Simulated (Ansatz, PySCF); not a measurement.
Gas-phase reaction in SMILES: B(Cl)(Cl)Cl [trichloroborane] → Cl[B]Cl + Cl atom (the B-Cl bond breaks)

Wanted: bond dissociation energy (electronic), in kcal/mol. Set-up: frozen cores in correlated levels; 6-311+G** with 5d, 6d on Na to Ar in Ansatz (an electronic-structure program); six Cartesian d functions in 6-31G* and its kin unless marked 5d; dispersion terms only where a functional's name holds one; non-relativistic; no spin-orbit coupling; LANL2DZ with its own core potentials from Na on; UHF or UKS for open shells. CBS(X,Y): correlation extrapolated as X^-3; Hartree-Fock from the larger set. Ab initio and DFT rows: single points at B3LYP-D3(BJ) geometries (Ansatz).

Coupled cluster (Ansatz) is a level with limits of its own, used here on species with T1 under 0.025 (0.045 for open shells) and stable references: CCSD(T)/CBS(cc-pV(T+d)Z,cc-pV(Q+d)Z).

Value to compare with, CCSD(T)/CBS(cc-pV(T+d)Z,cc-pV(Q+d)Z) (Ansatz): 120.6 kcal/mol.

```csv
level,program,bond dissociation energy (electronic) (kcal/mol),difference
HF/STO-3G,Ansatz,96.9,-23.7
SVWN5/6-31G*,Ansatz,136.6,16.0
PBE/LANL2DZ,Ansatz,111.1,-9.5
PBE/def2-SVP,Ansatz,122.4,1.8
B3LYP/6-31G,Ansatz,105.0,-15.6
B3LYP/6-31G*,Ansatz,113.8,-6.8
B3LYP/def2-SVP,Ansatz,116.7,-3.9
B3LYP/6-311+G**,Ansatz,112.6,-8.0
PBE0/6-311+G**,Ansatz,117.3,-3.3
M06-2X/6-311+G**,PySCF,117.8,-2.8
B2PLYP-D3(BJ)/def2-TZVPD,Ansatz + dftd3,117.6,-3.0
```

Among the 10 habitual levels, HF/STO-3G lies farthest from CCSD(T)/CBS(cc-pV(T+d)Z,cc-pV(Q+d)Z) (Ansatz) (-23.7 kcal/mol) and PBE/def2-SVP nearest (1.8); 2 of 10 lie above it, and their mean absolute difference is 9.1 kcal/mol, the median 7.4. One case shows no general order.

The levels are drawn from those run, B3LYP/6-31G* more often than the rest, none by its result; runs whose electronic state is in doubt are left out.
